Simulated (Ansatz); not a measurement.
# AlH2F (SMILES [H][Al]([H])[F]): methods side by side

AlH2F has 4 atoms, charge 0, and is taken as a singlet. As SMILES, `[H][Al]([H])[F]`. Geometry: a GFN2-xTB relaxation, a rough one for these elements and not checked as a minimum.

```tsv
atom	x (Å)	y (Å)	z (Å)
Al	0.0196	0.0327	0.0009
H	1.5469	-0.0179	0.0141
H	-0.7390	1.3588	-0.0194
F	-0.8275	-1.3736	0.0044
```

Each level gives the energy change with the Al1–H2 bond stretched from 1.528 to 2.292 Å (eV). The values are calculated.

```json
{"level": "SVWN5/STO-3G (restricted)", "kind": "LDA", "program": "Ansatz", "value (eV)": "2.84", "less FCI/STO-3G": "-0.11"}
{"level": "revPBE/STO-3G (restricted)", "kind": "GGA", "program": "Ansatz", "value (eV)": "2.69", "less FCI/STO-3G": "-0.26"}
{"level": "r2SCAN/STO-3G (restricted)", "kind": "meta-GGA", "program": "Ansatz", "value (eV)": "2.96", "less FCI/STO-3G": "+0.01"}
{"level": "BHLYP/STO-3G (restricted)", "kind": "global hybrid", "program": "Ansatz", "value (eV)": "3.43", "less FCI/STO-3G": "+0.48"}
{"level": "r2SCAN0/STO-3G (restricted)", "kind": "hybrid meta-GGA", "program": "Ansatz", "value (eV)": "3.25", "less FCI/STO-3G": "+0.30"}
{"level": "HSE06/STO-3G (restricted)", "kind": "range-separated hybrid", "program": "Ansatz", "value (eV)": "3.11", "less FCI/STO-3G": "+0.16"}
{"level": "MP2/STO-3G (restricted)", "kind": "perturbation theory", "program": "Ansatz", "value (eV)": "3.42", "less FCI/STO-3G": "+0.47"}
{"level": "CCSDT(Q)/STO-3G (restricted)", "kind": "coupled cluster or CI", "program": "Ansatz", "value (eV)": "2.95", "less FCI/STO-3G": "0.00"}
{"level": "FCI/STO-3G", "kind": "exact in the basis", "program": "Ansatz", "value (eV)": "2.95", "less FCI/STO-3G": "0.00"}
```

FCI/STO-3G is exact within its basis and frozen core, so for wave-function methods in that basis the difference is their error; functionals converge differently with the basis, so for them it is only a difference. The first shape isn't each level's own minimum. The values span 2.69 to 3.43 eV. All rows use very small basis sets, so even the best lies far from the true value.
